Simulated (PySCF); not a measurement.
Energies from PySCF, thermal terms from the rigid-rotor harmonic-oscillator model, ideal gas at 1 bar. 'Table' is the NASA 1993 thermochemical table (part measured, part estimated). 6-31G* has spherical d functions here. Open shells (unrestricted): AlClF (multiplicity 2). B3LYP is the form with VWN-RPA correlation. The harmonic model lacks anharmonicity and excited electronic states, which grow with temperature; levels with a mode under 35 cm⁻¹ are left out. The table's entry may be an old estimate for AlClF (not checked at source).

Harmonic frequencies at B3LYP/6-31G* (cm⁻¹): 190, 486, 858. Point group Cs; S°(298 K) = 283.8 J/mol/K at this level.

### Question
Work out Cp and S° of gaseous AlClF at 500, 800, 1200, 1600, 2000 K from these, and set them beside the table.

### Answer
| T (K) | Cp B3LYP/6-31G* | Cp table | S° B3LYP/6-31G* | S° table |
|---|---|---|---|---|
| 500 | 53.6 | 53.9 | 310.4 | 309.5 |
| 800 | 56.1 | 56.3 | 336.2 | 335.5 |
| 1200 | 57.2 | 57.3 | 359.2 | 358.6 |
| 1600 | 57.6 | 57.7 | 375.7 | 375.1 |
| 2000 | 57.8 | 57.9 | 388.6 | 388.0 |
Units J/mol/K.
